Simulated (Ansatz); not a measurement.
in.yaml

```yaml
crystal:
  periodic: [false, false, false]
  atoms:
    - {symbol: C, position_ang: [-2.078969, 0.000000, 0.000000]}
    - {symbol: H, position_ang: [-2.442175, 1.027301, 0.000000]}
    - {symbol: H, position_ang: [-2.442175, -0.513650, 0.889668]}
    - {symbol: H, position_ang: [-2.442175, -0.513650, -0.889669]}
    - {symbol: H, position_ang: [-0.780969, 0.000000, 0.000000]}
    - {symbol: Si, position_ang: [1.180031, 0.000000, 0.000000]}
basis:
  gaussian: {orbitals: cc-pVDZ}
magnetization: {spin_polarized: true, initial_magnetization: 2}
correlation: {method: ccsdt_q, electrons: outside_noble_gas}
```

```sh
$ ansatz run in.yaml --threads 1 --pin off --events-out ev --progress --plain --max-ram 2393MiB
```

Problem. Roughly how long does this take on 1 thread of Arm Neoverse V2, shared host, and how much host memory?

Solution. 43 s wall and 0.57 GiB.

```
984 factors; integrals over basis functions are off by at most 1.7e-7 eV
mean field evaluation 1: about -8950.5732 eV, gradient 1.6e1 eV
mean field evaluation 2: about -8950.6041 eV, gradient 1.6e1 eV
mean field evaluation 4: about -8952.5147 eV, gradient 1.9e0 eV
mean field evaluation 8: about -8952.5782 eV, gradient 1.4e-1 eV
mean field evaluation 16: about -8952.5786 eV, gradient 2.0e-3 eV
mean field evaluation 32: about -8953.1013 eV, gradient 3.0e-4 eV
mean field evaluation 64: about -8952.6121 eV, gradient 5.1e-1 eV
mean field evaluation 96: about -8953.0788 eV, gradient 1.3e0 eV
mean field evaluation 128: about -8952.5786 eV, gradient 4.4e-4 eV
mean field evaluation 160: about -8952.5786 eV, gradient 1.5e-4 eV
mean field evaluation 192: about -8952.5786 eV, gradient 5.3e-6 eV
mean field -8953.10127283 eV, -329.0204031465 hartree, gradient 4.7e-6 eV, S^2 2.018264; 10 other end points of the search recorded, 0 dependent functions left out
determinant -8953.10127283 eV, -329.0204031465 hartree, with singles and doubles -8960.08468623 eV, -329.2770388553 hartree
determinant -8952.57864950 eV, -329.0011970935 hartree, with singles and doubles -8959.62161964 eV, -329.2600214722 hartree
determinant -8953.10127283 eV, -329.0204031465 hartree, with singles and doubles -8960.08456179 eV, -329.2770342823 hartree
determinant -8952.57864950 eV, -329.0011970935 hartree, with singles and doubles -8959.62141558 eV, -329.2600139729 hartree
6 core orbitals not correlated: weight in the atoms' cores, before any rotation towards them, 1.000 or more for the frozen orbitals, at most 0.000 for the correlated occupied ones
reference -8953.10127283 eV, -329.0204031465 hartree; 7, 5 occupied and 39, 41 virtual orbitals, 984 factors
second order -5.84458351 eV of doubles, -0.00000000 eV of singles
cycle   1  -6.64782127 eV  change   -8.0e-1 eV  update   7.9e-2
cycle   2  -7.10967476 eV  change   -4.6e-1 eV  update   3.3e-2
cycle   3  -7.17974635 eV  change   -7.0e-2 eV  update   1.3e-2
cycle   4  -7.17878038 eV  change    9.7e-4 eV  update   5.5e-3
cycle   5  -7.18023689 eV  change   -1.5e-3 eV  update   2.5e-3
cycle   6  -7.18008214 eV  change    1.5e-4 eV  update   1.2e-3
cycle   7  -7.17970557 eV  change    3.8e-4 eV  update   5.0e-4
cycle   8  -7.17996197 eV  change   -2.6e-4 eV  update   2.7e-4
cycle   9  -7.18018229 eV  change   -2.2e-4 eV  update   1.3e-4
cycle  10  -7.18004951 eV  change    1.3e-4 eV  update   6.3e-5
cycle  11  -7.18002111 eV  change    2.8e-5 eV  update   3.6e-5
cycle  12  -7.18004255 eV  change   -2.1e-5 eV  update   1.9e-5
cycle  13  -7.18006188 eV  change   -1.9e-5 eV  update   1.2e-5
cycle  14  -7.18007208 eV  change   -1.0e-5 eV  update   6.9e-6
cycle  15  -7.18006949 eV  change    2.6e-6 eV  update   3.7e-6
cycle  16  -7.18006547 eV  change    4.0e-6 eV  update   1.8e-6
cycle  17  -7.18006499 eV  change    4.8e-7 eV  update   7.5e-7
perturbative correction -0.00780268 eV, -0.0002867433 hartree
Total energy: -8960.28914050 eV, -329.2845524113 hartree
```
